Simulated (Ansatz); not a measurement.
# BNH₄: ionisation energy by level of theory

An exercise on one series of results from a longer session: the logs are not shown, and one member is left open.

Computed with Ansatz 0.2.0, Gaussian basis. Level: unrestricted cation, the program's frozen cores in correlated methods.

Levels to be run: UKS PBE-D4/def2-TZVPP; UKS r2SCAN-D4/def2-TZVPP; UKS PBE0-D4/def2-TZVPP; UKS B3LYP-D4/def2-TZVPP; UKS wB97X-V/def2-TZVPP; UKS wB97M-V/def2-TZVPP; UKS B2PLYP/def2-TZVPP; UHF-CCSD(T)/def2-TZVPP; UHF-MP2/def2-QZVPP; extrapolation to the limit; then −ε(HOMO) from the neutral's earlier runs with LDA (SPW92), PBE-D4, revPBE-D4, BLYP-D4, r2SCAN-D4, B97M-V, PBE0-D4, B3LYP-D4, r2SCANh-D4, r2SCAN0-D4, HSE06-D4, BHLYP-D4, CAM-B3LYP-D4, LC-ωPBE, ωB97X-V, ωB97M-V.

### The geometry

The geometry comes from an earlier relaxation with PBE0-D4 in a triple-zeta def2 set; it is a stationary point.

SMILES `BN`, 6 atoms, charge 0, spin multiplicity 1.

Atoms are counted from 1 here; the program's logs count them from 0.

Bond lengths: B1–N2 1.385 Å, B1–H3 1.197 Å, B1–H4 1.197 Å, N2–H5 1.006 Å, N2–H6 1.006 Å. Angles: N2–B1–H3 119.0°, N2–B1–H4 119.0°, H3–B1–H4 122.0°, B1–N2–H5 123.2°, B1–N2–H6 123.2°, H5–N2–H6 113.5°.

Set-up of the first run:

File in.yaml:

```yaml
crystal:
  periodic: [false, false, false]
  atoms:
    - {symbol: B, position_ang: [-0.128174, -0.679645, -0.025624]}
    - {symbol: N, position_ang: [0.146062, 0.677372, 0.010773]}
    - {symbol: H, position_ang: [0.225780, -1.368032, 0.887485]}
    - {symbol: H, position_ang: [-0.711995, -1.128714, -0.969244]}
    - {symbol: H, position_ang: [-0.121616, 1.313666, -0.720835]}
    - {symbol: H, position_ang: [0.632043, 1.121353, 0.771348]}
basis:
  gaussian: {orbitals: def2-TZVPP}
total_charge: 1
magnetization: {spin_polarized: true, initial_magnetization: 1}
hamiltonian: {xc: pbe, dispersion: d4}
```

Among the steps run: Cation, UKS PBE-D4/def2-TZVPP; Cation, UKS r2SCAN-D4/def2-TZVPP; Cation, UKS PBE0-D4/def2-TZVPP; Cation, UKS B3LYP-D4/def2-TZVPP; Cation, UKS wB97X-V/def2-TZVPP; Cation, UKS wB97M-V/def2-TZVPP; Cation, UKS B2PLYP (frozen core)/def2-TZVPP; Cation, UHF-CCSD(T)/def2-TZVPP; Cation, UHF-MP2/def2-QZVPP.

One table of the session follows, with a row left open; its other results are not shown here.

It belongs to the step «Ionisation energies side by side». Orbital estimates, from the neutral's runs:

```
  functional  −ε(HOMO) (eV)
 LDA (SPW92)           7.48
      PBE-D4           7.34
   revPBE-D4           7.27
     BLYP-D4           7.19
   r2SCAN-D4           7.58
      B97M-V           7.66
     PBE0-D4           8.70
    B3LYP-D4           8.44
  r2SCANh-D4              ?
  r2SCAN0-D4           8.88
    HSE06-D4           8.29
    BHLYP-D4           9.94
CAM-B3LYP-D4          10.15
     LC-ωPBE          11.63
     ωB97X-V          11.19
     ωB97M-V          11.12
```

**Question.** Estimate the row for r2SCANh-D4.

Worked estimate for «−ε(HOMO) (eV)». Against the share of exact exchange, r2SCAN-D4 (0, 7.58), r2SCAN0-D4 (0.25, 8.88) give a slope of 5.20 per unit share; at 0.1 the line stands at 8.10.

The run gave: −ε(HOMO) (eV): 8.10. In «−ε(HOMO) (eV)» the line misses by 0.00.
